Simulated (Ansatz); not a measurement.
**CH3BO: one structure at several levels**

How do the functionals fare away from a minimum? The structure is a structure displaced at random from a GFN2-xTB minimum.

Method: single points in def2-TZVPP; program: Ansatz 0.2.0, Gaussian basis.

Cores are frozen in the correlated methods.

### Step 1. The system as given

SMILES `CB=O`, 6 atoms, charge 0, spin multiplicity 1.

Atoms are counted from 1 here; the program's logs count them from 0.

Bond lengths: C1–B2 1.444 Å, C1–H4 1.021 Å, C1–H5 1.314 Å, C1–H6 1.174 Å, B2–O3 1.126 Å. Angles: B2–C1–H4 119.8°, B2–C1–H5 108.1°, B2–C1–H6 112.4°, H4–C1–H5 109.3°, H4–C1–H6 104.9°, H5–C1–H6 100.6°, C1–B2–O3 177.3°.

As a file:

```xyz
6

C    -0.31850    0.26600   -0.07790
B     0.72930   -0.57250    0.45430
O     1.51050   -1.25020    0.90050
H    -1.10740    0.52960    0.51350
H     0.23770    1.35120   -0.56870
H    -0.80530   -0.18540   -1.04670
```

### Step 2. CCSD(T)/def2-TZVPP

Contents of run/in.yaml:

```yaml
crystal:
  periodic: [false, false, false]
  atoms:
    - {symbol: C, position_ang: [-0.318500, 0.266000, -0.077900]}
    - {symbol: B, position_ang: [0.729300, -0.572500, 0.454300]}
    - {symbol: O, position_ang: [1.510500, -1.250200, 0.900500]}
    - {symbol: H, position_ang: [-1.107400, 0.529600, 0.513500]}
    - {symbol: H, position_ang: [0.237700, 1.351200, -0.568700]}
    - {symbol: H, position_ang: [-0.805300, -0.185400, -1.046700]}
basis:
  gaussian: {orbitals: def2-TZVPP}
correlation: {method: ccsd_t}
output: {forces: true}
```

The command line of these runs was not kept.

### Step 3. PBE0-D4/def2-TZVPP

run/in.yaml, as its differences from that of step 2:

```diff
@@ -11,3 +11,3 @@
   gaussian: {orbitals: def2-TZVPP}
-correlation: {method: ccsd_t}
-output: {forces: true}
+hamiltonian: {xc: pbe0, dispersion: d4}
+output: {forces: true, orbitals: {seedname: orbitals}}
```

### Step 4. wB97M-V/def2-TZVPP

run/in.yaml, as its differences from that of step 3:

```diff
@@ -11,3 +11,3 @@
   gaussian: {orbitals: def2-TZVPP}
-hamiltonian: {xc: pbe0, dispersion: d4}
-output: {forces: true, orbitals: {seedname: orbitals}}
+hamiltonian: {xc: {name: wB97M-V}}
+output: {forces: true}
```

### Step 5. r2SCAN-D4/def2-TZVPP

run/in.yaml, as its differences from that of step 4:

```diff
@@ -11,3 +11,3 @@
   gaussian: {orbitals: def2-TZVPP}
-hamiltonian: {xc: {name: wB97M-V}}
+hamiltonian: {xc: r2scan, dispersion: d4}
 output: {forces: true}
```

### Step 6. PBE-D4/def2-TZVPP

run/in.yaml, as its differences from that of step 5:

```diff
@@ -11,3 +11,3 @@
   gaussian: {orbitals: def2-TZVPP}
-hamiltonian: {xc: r2scan, dispersion: d4}
+hamiltonian: {xc: pbe, dispersion: d4}
 output: {forces: true}
```

### Step 7. SPW92/def2-TZVPP

run/in.yaml, as its differences from that of step 6:

```diff
@@ -11,3 +11,3 @@
   gaussian: {orbitals: def2-TZVPP}
-hamiltonian: {xc: pbe, dispersion: d4}
+hamiltonian: {xc: lda}
 output: {forces: true}
```

### Step 8. r2SCANh-D4/def2-TZVPP

run/in.yaml, as its differences from that of step 7:

```diff
@@ -11,3 +11,3 @@
   gaussian: {orbitals: def2-TZVPP}
-hamiltonian: {xc: lda}
+hamiltonian: {xc: {name: r2SCANh}, dispersion: d4}
 output: {forces: true}
```

(Steps that only read results are left out.)

**Question.** What will these runs give? Wanted: energy less free atoms, CCSD(T)/def2-TZVPP; RMS force component; RMS force error; HOMO and LUMO, PBE0-D4; T1 diagnostic.

As calculated:

| quantity | value |
| --- | --- |
| energy less free atoms, CCSD(T)/def2-TZVPP | -2404.3 kJ/mol |
| RMS force component | 3.359 to 3.575 eV/Å over the methods |
| RMS force error | PBE0-D4 0.260, wB97M-V 0.240, r2SCAN-D4 0.190, PBE-D4 0.248, SPW92 0.370, r2SCANh-D4 0.241 eV/Å |
| HOMO and LUMO, PBE0-D4 | -9.89 and 0.11 eV |
| T1 diagnostic | 0.014 |

In words: Against CCSD(T) the functionals' energies less atoms differ by -442.6 to -71.7 kJ/mol, PBE-D4 by -140.4 kJ/mol. A larger basis would deepen the CCSD(T) value, while the functionals are nearly converged already, so the order here is not reliable. On forces the order runs from r2SCAN-D4 to SPW92. Frozen-core CCSD(T) forces in triple zeta carry basis errors of their own, and this is one geometry, so small gaps rank nothing.
